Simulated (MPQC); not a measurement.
# C2H3F (SMILES C[C]F) at 4 levels

We compute a comparison of 4 runs (UHF/STO-3G, UHF/def2-SVP, UB3LYP/3-21G, UPBE0/def2-SVP) of C2H3F. 

The calculation is run with MPQC 2.3.1.

**1. The molecule**

The species is C2H3F (6 atoms), meant as a triplet with charge 0. SMILES: `C[C]F`. The coordinates come from a GFN2-xTB relaxation.

Bond lengths: C1–C2 1.456 Å, C2–F3 1.336 Å, C1–H4 1.088 Å, C1–H5 1.099 Å, C1–H6 1.099 Å. Angles: C1–C2–F3 124.9°, C2–C1–H4 109.2°, C2–C1–H5 111.5°, C2–C1–H6 111.4°, H4–C1–H5 108.2°, H4–C1–H6 108.3°, H5–C1–H6 108.3°.

**2. Energy and forces at UHF/STO-3G (run 1)**

mol.in

```
molecule<Molecule>: (
  symmetry = c1
  unit = bohr
  { atoms geometry } = {
    C  [ -0.62279704     0.44427461    -0.39648344 ]
    C  [ 0.52761153    -1.69096473     0.90172061 ]
    F  [ 2.91518601    -1.76836791     1.71925393 ]
    H  [ -2.59032319     0.00729434    -0.80228323 ]
    H  [ 0.33546418     0.84809019    -2.19412321 ]
    H  [ -0.56514149     2.15967350     0.77193422 ]
  }
)
basis<GaussianBasisSet>: (
  name = "STO-3G"
  molecule = $:molecule
  basisdir = "."
  puream = yes
)
mpqc: (
  checkpoint = no
  savestate = no
  restart = no
  do_energy = yes
  do_gradient = yes
  optimize = no
  mole<UHF>: (
    molecule = $:molecule
    basis = $:basis
    total_charge = 0
    multiplicity = 3
    memory = 1000000000
    print_evals = yes
    print_npa = yes
    maxiter = 120
    value_accuracy = 1e-08
    guess_wavefunction<ExtendedHuckelWfn>: (
      molecule = $:molecule
      total_charge = 0
      multiplicity = 3
      basis<GaussianBasisSet>: (
        name = "STO-3G"
        molecule = $:molecule
      )
    )
  )
)
```

The basis set STO-3G is read from a file made from the Basis Set Exchange's data (not shown).

On the command line:

```sh
$ mpqc mol.in > mol.out
```

Output:

```text
MPQC: Massively Parallel Quantum Chemistry
[...]
  USCF::init: total charge = 0
[...]
  iter     1 energy = -162.1344708238 delta = 7.32093e-01
[...]
  <S^2>      = 2.010873
  total scf energy = -174.4887017599
[...]
Value of the MolecularEnergy: -174.4887017599
  Gradient of the MolecularEnergy:
      1    0.0151930096
      2   -0.0435733123
      3    0.0240888821
      4   -0.0125704768
      5    0.0421184641
      6   -0.0223035029
      7   -0.0081103938
      8   -0.0005939070
      9   -0.0023593009
     10   -0.0008237615
     11   -0.0018100336
     12    0.0004786621
[...]
      symmetry = c1
[...]
      nbasis = 18
[...]
    nalpha = 13
    nbeta = 11
[...]
```

It took 0.42 s on 1 thread of AMD EPYC 7R43 (Zen 3), shared host.

**3. Energy and gradient at UHF/def2-SVP (run 2)**

run.in

```
% C2H3F
molecule<Molecule>: (
  symmetry = c1
  unit = bohr
  { atoms geometry } = {
    C  [ -0.62279704   0.44427461  -0.39648344 ]
    C  [ 0.52761153  -1.69096473   0.90172061 ]
    F  [ 2.91518601  -1.76836791   1.71925393 ]
    H  [ -2.59032319   0.00729434  -0.80228323 ]
    H  [ 0.33546418   0.84809019  -2.19412321 ]
    H  [ -0.56514149   2.15967350   0.77193422 ]
  }
)
basis<GaussianBasisSet>: (
  name = "def2-SVP"
  molecule = $:molecule
  basisdir = "."
  puream = yes
)
mpqc: (
  checkpoint = no
  savestate = no
  restart = no
  do_energy = yes
  do_gradient = yes
  optimize = no
  mole<UHF>: (
    molecule = $:molecule
    basis = $:basis
    total_charge = 0
    multiplicity = 3
    memory = 1000000000
    print_evals = yes
    print_npa = yes
    maxiter = 120
    value_accuracy = 1e-08
    guess_wavefunction<UHF>: (
      molecule = $:molecule
      total_charge = 0
      multiplicity = 3
      memory = 1000000000
      value_accuracy = 1e-3
      basis<GaussianBasisSet>: (
        name = "STO-2G"
        molecule = $:molecule
      )
    )
  )
)
```

The basis set def2-SVP is read from a file made from the Basis Set Exchange's data (not shown).

On the command line:

```sh
$ mpqc run.in > run.out
```

Output:

```text
MPQC: Massively Parallel Quantum Chemistry
[...]
  <S^2>      = 2.011623
  total scf energy = -176.6744467005
[...]
Value of the MolecularEnergy: -176.6744467005
  Gradient of the MolecularEnergy:
      1   -0.0000283994
      2   -0.0170688496
      3    0.0077004132
      4   -0.0236338070
      5    0.0196793111
      6   -0.0164668665
      7    0.0207622630
      8   -0.0046048268
      9    0.0089222247
     10    0.0008109932
     11    0.0003633577
     12    0.0000525237
[...]
      symmetry = c1
[...]
      nbasis = 57
[...]
    nalpha = 13
    nbeta = 11
[...]
```

Run time: 8.1 s. Hardware: 1 thread of AMD EPYC 7R43 (Zen 3), shared host; peak memory 0.26 GiB.

**4. Energy and forces at UB3LYP/3-21G (run 3)**

input.in

```
molecule<Molecule>: (
    symmetry = c1
    unit = angstrom
    { atoms geometry } = {
        C  [ -0.329570       0.235100      -0.209810 ]
        C  [ 0.279200      -0.894820       0.477170 ]
        F  [ 1.542650      -0.935780       0.909790 ]
        H  [ -1.370740       0.003860      -0.424550 ]
        H  [ 0.177520       0.448790      -1.161080 ]
        H  [ -0.299060       1.142850       0.408490 ]
    }
)
basis<GaussianBasisSet>: (
    name = "3-21G"
    molecule = $:molecule
    basisdir = "."
    puream = yes
)
mpqc: (
    checkpoint = no
    savestate = no
    restart = no
    do_energy = yes
    do_gradient = yes
    optimize = no
    mole<UKS>: (
        molecule = $:molecule
        basis = $:basis
        total_charge = 0
        multiplicity = 3
        memory = 1000000000
        print_evals = yes
        print_npa = yes
        maxiter = 120
        value_accuracy = 1e-08
        functional<StdDenFunctional>: ( name = "B3LYP" )
        integrator<RadialAngularIntegrator>: ( grid = xfine )
        guess_wavefunction<UHF>: (
            molecule = $:molecule
            total_charge = 0
            multiplicity = 3
            memory = 1000000000
            value_accuracy = 1e-3
            basis<GaussianBasisSet>: (
                name = "MINI (Huzinaga)"
                molecule = $:molecule
            )
        )
    )
)
```

The basis set 3-21G is read from a file made from the Basis Set Exchange's data (not shown).

On the command line:

```sh
$ mpqc input.in > input.out
```

Output:

```text
MPQC: Massively Parallel Quantum Chemistry
[...]
  Integrated electron density error = -0.002417266309
  iter     1 energy = -176.4131059332 delta = 1.92907e-01
  Integrated electron density error = -0.002268008307
  iter     2 energy = -176.7178288777 delta = 4.41982e-02
[...]
  Integrated electron density error = -0.000000123623
  iter    18 energy = -176.7422442203 delta = 1.46692e-07
  Integrated electron density error = -0.000000123624
  iter    19 energy = -176.7422442202 delta = 3.29783e-08
  Integrated electron density error = -0.000000123624
  iter    20 energy = -176.7422442202 delta = 1.80065e-08
[...]
  <S^2>      = 2.003409
  total scf energy = -176.7422442202
[...]
  Integrated electron density error = -0.000000123314
  Total Gradient:
[...]
Value of the MolecularEnergy: -176.7422442202
  Gradient of the MolecularEnergy:
      1    0.0039355293
      2   -0.0106746306
      3    0.0061706740
      4    0.0139790518
      5    0.0147635575
      6   -0.0020088967
      7   -0.0222991750
      8    0.0016516206
      9   -0.0079398508
     10    0.0034432084
     11    0.0003537806
     12    0.0008785340
[...]
        symmetry = c1
[...]
        nbasis = 33
[...]
      nalpha = 13
      nbeta = 11
[...]
```

Run time: 23 s. Hardware: 1 thread of AMD EPYC 7R43 (Zen 3), shared host.

**5. Energy and forces at UPBE0/def2-SVP (run 4)**

run.in

```
% C2H3F
molecule<Molecule>: (
  symmetry = c1
  unit = bohr
  { atoms geometry } = {
    C  [ -0.62279704     0.44427461    -0.39648344 ]
    C  [ 0.52761153    -1.69096473     0.90172061 ]
    F  [ 2.91518601    -1.76836791     1.71925393 ]
    H  [ -2.59032319     0.00729434    -0.80228323 ]
    H  [ 0.33546418     0.84809019    -2.19412321 ]
    H  [ -0.56514149     2.15967350     0.77193422 ]
  }
)
basis<GaussianBasisSet>: (
  name = "def2-SVP"
  molecule = $:molecule
  basisdir = "."
  puream = yes
)
mpqc: (
  checkpoint = no
  savestate = no
  restart = no
  do_energy = yes
  do_gradient = yes
  optimize = no
  mole<UKS>: (
    molecule = $:molecule
    basis = $:basis
    total_charge = 0
    multiplicity = 3
    memory = 1000000000
    print_evals = yes
    print_npa = yes
    maxiter = 120
    value_accuracy = 1e-08
    functional<SumDenFunctional>: (
      a0 = 0.25
      coefs = [ 0.75 1 ]
      funcs: [ <PBEXFunctional>: () <PBECFunctional>: () ]
    )
    integrator<RadialAngularIntegrator>: ( grid = xfine )
    guess_wavefunction<ExtendedHuckelWfn>: (
      molecule = $:molecule
      total_charge = 0
      multiplicity = 3
      basis<GaussianBasisSet>: (
        name = "STO-3G"
        molecule = $:molecule
      )
    )
  )
)
```

The basis set def2-SVP is read from a file made from the Basis Set Exchange's data (not shown).

On the command line:

```sh
$ mpqc -o run.out run.in
```

Output:

```text
MPQC: Massively Parallel Quantum Chemistry
[...]
  USCF::init: total charge = 0
[...]
  Integrated electron density error = -0.001354867270
  iter     1 energy = -167.6892249492 delta = 2.17836e-01
  Integrated electron density error = -0.001236373648
  iter     2 energy = -176.4847573142 delta = 1.93502e-01
[...]
  Integrated electron density error = -0.000000618953
  iter    19 energy = -177.3894353668 delta = 1.29585e-07
  Integrated electron density error = -0.000000618953
  iter    20 energy = -177.3894353668 delta = 5.35051e-08
  Integrated electron density error = -0.000000618953
  iter    21 energy = -177.3894353661 delta = 2.39722e-08
[...]
  <S^2>      = 2.004739
  total scf energy = -177.3894353661
[...]
  Integrated electron density error = -0.000000618606
  Total Gradient:
[...]
Value of the MolecularEnergy: -177.3894353661
  Gradient of the MolecularEnergy:
      1   -0.0046800036
      2   -0.0024914093
      3   -0.0001211806
      4   -0.0183321863
      5    0.0110325187
      6   -0.0110402016
      7    0.0168427612
      8   -0.0024463453
      9    0.0067015907
     10    0.0072983514
     11    0.0013633058
     12    0.0016005885
[...]
        symmetry = c1
[...]
        nbasis = 57
[...]
      nalpha = 13
      nbeta = 11
[...]
```

Wall time 64 s (1 thread of AMD EPYC 7R43 (Zen 3), shared host); peak memory 0.27 GiB.

**6. The series**

| run | level | starting guess | integration grid | energy (Eh) | ⟨S²⟩ | largest force (eV/Å) | wall time |
| --- | --- | --- | --- | --- | --- | --- | --- |
| 1 | UHF/STO-3G | huckel STO-3G | – | -174.488702 | 2.011 | 2.677 | 0.42 s |
| 2 | UHF/def2-SVP | STO-2G | – | -176.674447 | 2.012 | 1.794 | 8.1 s |
| 3 | UB3LYP/3-21G | MINI (Huzinaga) | xfine | -176.742244 | 2.003 | 1.220 | 23 s |
| 4 | UPBE0/def2-SVP | huckel STO-3G | xfine | -177.389435 | 2.005 | 1.238 | 64 s |

**7. Outcome**

```
                       quantity          value
            run 4: total energy  -177.38944 Eh
                    run 4: ⟨S²⟩          2.005
run 4: largest force on an atom     1.238 eV/Å
```

In words: Totals of different functionals can't be ranked against each other. In run 1 the basis is minimal, so the values are rough. All runs together took 96 s, the longest 64 s.
